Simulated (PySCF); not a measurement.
Geometries of 2 isomers of CH5FSi, from PBE0-D3(BJ)/def2-SVP geometry optimisation, gas phase (PySCF). One conformer each, no zero-point energy, no frequencies.

**Question.** Which isomer lies lower at this level?
A.
```xyz
8
angstrom
C      1.008    0.083    0.035
Si    -0.845   -0.156   -0.054
F     -1.545    1.304   -0.249
H      1.427   -0.293    0.980
H      1.525   -0.419   -0.796
H      1.231    1.159   -0.031
H     -1.397   -0.746    1.200
H     -1.247   -0.998   -1.217
```
B.
```xyz
8
angstrom
F      1.644    0.167   -1.038
C      0.985   -0.068    0.151
Si    -0.895    0.035   -0.121
H      1.274   -1.062    0.536
H      1.311    0.677    0.899
H     -1.260    1.398   -0.605
H     -1.317   -0.979   -1.131
H     -1.586   -0.235    1.177
```

**Answer.** A. That is fluoromethylsilane, `C[SiH2]F`, 52.2 kcal/mol below the other.

```csv
SMILES,atoms numbered as above,E (Eh),relative (kcal/mol),relative (kJ/mol),dipole (D)
C[SiH2]F,[CH3:1][SiH2:2][F:3],-430.03981,0.0,0.0,1.84
FC[SiH3],[F:1][CH2:2][SiH3:3],-429.95666,52.2,218.3,1.54
```

As drawn, the lower has an Si–F bond, which the higher lacks.
